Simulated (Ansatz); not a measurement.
**CCSD(T) against full CI for several species**

Each species is computed at the geometry given (Å), with frozen cores, in Ansatz 0.2.0: RHF-CCSD(T) for singlets, UHF-CCSD(T) otherwise, and full CI in the same basis. The program picks the determinant by trial CCSD, so it needn't be the lowest Hartree–Fock solution. States: B–AlH2⁺ A2, SiH2 B1, SiH3⁺ A1. Cases whose determinant has another symmetry than full CI's state, or whose (Q) step broke down, weren't drawn.

Q: Judging by size, spin and bonding and the diagnostics given, rank them by the size of CCSD(T)'s error in total energy against full CI in the same basis, smallest first (an estimate).
A. B–AlH$_{2}$⁺, quartet, cc-pVDZ: B 0.000 0.000 1.551; Al 0.000 0.000 -0.528; H 0.000 -1.411 -1.249; H 0.000 1.411 -1.249. T1 0.042, (T) -103 meV in a correlation energy of -3.25 eV
B. SiH₃⁺, singlet, aug-cc-pVDZ: Si 0.000 0.000 0.000; H 1.472 0.014 0.000; H -0.748 1.268 -0.003; H -0.724 -1.282 0.003. T1 0.009, (T) -45 meV in a correlation energy of -3.08 eV
C. SiH2, triplet, cc-pVTZ: Si 0.000 -0.071 0.000; H 0.000 0.996 -1.090; H 0.000 0.996 1.090. T1 0.021, (T) -93 meV in a correlation energy of -3.18 eV

A: B (14.7 meV), C (24.5 meV), A (51.7 meV).

```json
{"species": "SiH3⁺, singlet", "basis": "aug-cc-pVDZ", "correlated electrons": "6", "CCSD(T) − full CI (meV)": "14.7", "CCSDT(Q) − full CI (meV)": "0.3", "unpaired electrons (full CI)": "0.03", "T1": "0.009", "⟨S²⟩ of the determinant": "0.00"}
{"species": "SiH2, triplet", "basis": "cc-pVTZ", "correlated electrons": "6", "CCSD(T) − full CI (meV)": "24.5", "CCSDT(Q) − full CI (meV)": "-1.5", "unpaired electrons (full CI)": "2.04", "T1": "0.021", "⟨S²⟩ of the determinant": "2.01"}
{"species": "B–AlH2⁺, quartet", "basis": "cc-pVDZ", "correlated electrons": "7", "CCSD(T) − full CI (meV)": "51.7", "CCSDT(Q) − full CI (meV)": "1.5", "unpaired electrons (full CI)": "3.09", "T1": "0.042", "⟨S²⟩ of the determinant": "3.85"}
```

Unpaired electrons are Σ n²(2−n)² over natural occupations; an open shell counts its own unpaired electrons too. Frozen cores follow each run's orbitals, which moves totals by a few meV.
